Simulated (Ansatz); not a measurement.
**Al2H4O (SMILES [AlH2][O][AlH2]): functionals against CCSD(T) at one geometry**

Aim: energy, forces and dipole at a structure displaced at random from a GFN2-xTB minimum, from CCSD(T) and from density functionals.

Program: Ansatz 0.2.0, Gaussian basis. Level of theory: single points in def2-TZVPP. These are calculated values, not measurements.

Cores are frozen in the correlated methods. B3LYP uses VWN-RPA correlation.

## (1) Starting geometry

7 atoms, charge 0, spin multiplicity 1.

Atoms are counted from 1 here; the program's logs count them from 0.

Bond lengths: Al1–O2 1.700 Å, Al1–H4 1.419 Å, O2–Al3 1.998 Å, Al3–H6 1.366 Å, Al3–H7 1.662 Å. Angles: O2–Al1–H4 129.8°, Al1–O2–Al3 165.5°, O2–Al3–H6 106.0°, O2–Al3–H7 105.4°, H6–Al3–H7 147.7°.

Coordinates:

```
Al   -1.3225    0.3811   -0.9732
O    -0.0180   -0.1422   -0.0174
Al    1.6951   -0.2997    0.9982
H    -1.6339    0.0829   -2.3247
H    -2.9030    1.1027    0.0835
H     1.4142    0.0964    2.2748
H     2.7533   -1.0528   -0.0380
```

## (2) CCSD(T)/def2-TZVPP

run/in.yaml reads:

```yaml
crystal:
  periodic: [false, false, false]
  atoms:
    - {symbol: Al, position_ang: [-1.322500, 0.381100, -0.973200]}
    - {symbol: O, position_ang: [-0.018000, -0.142200, -0.017400]}
    - {symbol: Al, position_ang: [1.695100, -0.299700, 0.998200]}
    - {symbol: H, position_ang: [-1.633900, 0.082900, -2.324700]}
    - {symbol: H, position_ang: [-2.903000, 1.102700, 0.083500]}
    - {symbol: H, position_ang: [1.414200, 0.096400, 2.274800]}
    - {symbol: H, position_ang: [2.753300, -1.052800, -0.038000]}
basis:
  gaussian: {orbitals: def2-TZVPP}
correlation: {method: ccsd_t}
output: {forces: true}
```

The command line of these runs was not kept.

## (3) PBE0-D4/def2-TZVPP

run/in.yaml, as its differences from that of step 2:

```diff
@@ -12,3 +12,3 @@
   gaussian: {orbitals: def2-TZVPP}
-correlation: {method: ccsd_t}
-output: {forces: true}
+hamiltonian: {xc: pbe0, dispersion: d4}
+output: {forces: true, orbitals: {seedname: orbitals}}
```

## (4) wB97M-V/def2-TZVPP

run/in.yaml, as its differences from that of step 3:

```diff
@@ -12,3 +12,3 @@
   gaussian: {orbitals: def2-TZVPP}
-hamiltonian: {xc: pbe0, dispersion: d4}
-output: {forces: true, orbitals: {seedname: orbitals}}
+hamiltonian: {xc: {name: wB97M-V}}
+output: {forces: true}
```

## (5) r2SCAN-D4/def2-TZVPP

run/in.yaml, as its differences from that of step 4:

```diff
@@ -12,3 +12,3 @@
   gaussian: {orbitals: def2-TZVPP}
-hamiltonian: {xc: {name: wB97M-V}}
+hamiltonian: {xc: r2scan, dispersion: d4}
 output: {forces: true}
```

## (6) PBE-D4/def2-TZVPP

run/in.yaml, as its differences from that of step 5:

```diff
@@ -12,3 +12,3 @@
   gaussian: {orbitals: def2-TZVPP}
-hamiltonian: {xc: r2scan, dispersion: d4}
+hamiltonian: {xc: pbe, dispersion: d4}
 output: {forces: true}
```

## (7) CAM-B3LYP-D4/def2-TZVPP

run/in.yaml, as its differences from that of step 6:

```diff
@@ -12,3 +12,3 @@
   gaussian: {orbitals: def2-TZVPP}
-hamiltonian: {xc: pbe, dispersion: d4}
+hamiltonian: {xc: {name: CAM-B3LYP}, dispersion: d4}
 output: {forces: true}
```

## (8) B3LYP-D4/def2-TZVPP

run/in.yaml, as its differences from that of step 7:

```diff
@@ -12,3 +12,3 @@
   gaussian: {orbitals: def2-TZVPP}
-hamiltonian: {xc: {name: CAM-B3LYP}, dispersion: d4}
+hamiltonian: {xc: {name: B3LYP}, dispersion: d4}
 output: {forces: true}
```

(Steps that only read results are left out.)

What does the calculation give? Wanted: energy less free atoms, CCSD(T)/def2-TZVPP; RMS force component; RMS force error; HOMO and LUMO, PBE0-D4; T1 diagnostic.

The runs gave:

| quantity | value |
| --- | --- |
| energy less free atoms, CCSD(T)/def2-TZVPP | -1823.5 kJ/mol |
| RMS force component | 2.435 to 2.502 eV/Å over the methods |
| RMS force error | PBE0-D4 0.067, wB97M-V 0.085, r2SCAN-D4 0.044, PBE-D4 0.131, CAM-B3LYP-D4 0.093, B3LYP-D4 0.070 eV/Å |
| HOMO and LUMO, PBE0-D4 | -6.75 and -1.86 eV |
| T1 diagnostic | 0.016 |

**Reading.** Against CCSD(T) the functionals' energies less atoms differ by -50.1 to +19.6 kJ/mol, PBE-D4 by -17.9 kJ/mol. CCSD(T) in triple zeta still lacks some correlation energy of the bonds, so part of these gaps is its own basis error and they don't rank the functionals. For forces r2SCAN-D4 does best and PBE-D4 worst. Frozen-core CCSD(T) forces in triple zeta carry basis errors of their own, and this is one geometry, so small gaps rank nothing.
